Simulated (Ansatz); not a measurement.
# H₂Al–AsH₂, triplet in cc-pVTZ: errors against UCCSDT(Q)

Geometry: that of the H2Al–AsH2, singlet, kept fixed. The singlet lies 4.0 eV lower here.

```xyz
6

Al    0.0319    0.0000    1.7496
As   -0.0385    0.0000   -0.6783
H     0.0000    1.3773    2.5371
H     0.0000   -1.3773    2.5371
H     1.0023    1.1086   -0.7464
H     1.0023   -1.1086   -0.7464
```

Basis cc-pVTZ; Ansatz 0.2.0. Correlated methods freeze the noble-gas cores and the filled d shells of p-block atoms, which leaves 12 electrons in 114 orbitals. R marks a restricted (for open shells ROHF) determinant, U an unrestricted one. No spin–orbit coupling is included, and no scalar relativity.

Full CI isn't at hand for all of this; UCCSDT(Q) serves as the reference, and is uncertain by about the last step of the cluster series.

- UHF ⟨S²⟩: 2.024
- T1 diagnostic (RCCSD): 0.0388
- largest doubles amplitude (RCCSD): 0.043
- T1 diagnostic (UCCSD): 0.0280

Q: From what is known of these methods and the diagnostics, rank them by the size of their error in total energy against UCCSDT(Q) in cc-pVTZ, smallest first (an estimate: the text doesn't fix the numbers).
A. UCCSD(T)
B. UHF
C. UCCSDT
D. UMP2
E. UCCSD

A: C (1.1 kJ/mol), A (5.9 kJ/mol), E (29.6 kJ/mol), D (146.0 kJ/mol), B (697.7 kJ/mol).

All errors are against UCCSDT(Q) in cc-pVTZ. Within each family the higher level lies nearer, as is usual though not guaranteed.
